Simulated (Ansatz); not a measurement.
Ideal-gas functions of C3H2O3 (`O=c1occo1`) at 600 K and 1 bar, from an Ansatz frequency run at PBE0-D4/def2-TZVP.

Molar mass 86.05 g/mol, point group C2v (symmetry number 2), electronic degeneracy 1, moments of inertia 53.177, 119.532, 172.709 u Å². Harmonic wavenumbers (cm⁻¹, unscaled): 246, 533, 590, 727, 751, 796, 840, 912, 925, 1066, 1119, 1137, 1211, 1381, 1695, 1949, 3309, 3334.

Use S(trans) = R[1.5 ln M + 2.5 ln T − 1.1517]; rotational temperatures θ = 24.2544 K / I; S(rot) = R[ln(√π/σ · √(T³/θAθBθC)) + 1.5]; for each mode x = 1.438777 ν̃/T, S = R[x/(eˣ − 1) − ln(1 − e⁻ˣ)] and H = RT x/(eˣ − 1); 1 cm⁻¹ = 0.0119627 kJ/mol; R = 8.31446 J/(mol·K).

Task: By hand: the entropy, in J/(mol·K).

Result: Translation 179.0. Rotation: θ = 0.4561, 0.2029, 0.1404 K, giving 109.3. Vibration, mode by mode: 12.82, 6.82, 6.09, 4.67, 4.46, 4.10, 3.77, 3.29, 3.21, 2.46, 2.22, 2.15, 1.87, 1.35, 0.73, 0.44, 0.03, 0.03, in all 60.5. Electronic 0.0. Sum 348.8 J/(mol·K).

Task: By hand: H − E and G − E in kJ/mol, counted from the electronic energy.

Result: Zero-point energy ½ × 22521 × 0.0119627 = 134.7; thermal vibration 23.0; translation, rotation and pV give 4 RT = 20.0. H − E = 177.7 kJ/mol, and G − E = 177.7 − 600 × 348.8/1000 = -31.6 kJ/mol.

Vibration gives 17 % of the entropy.
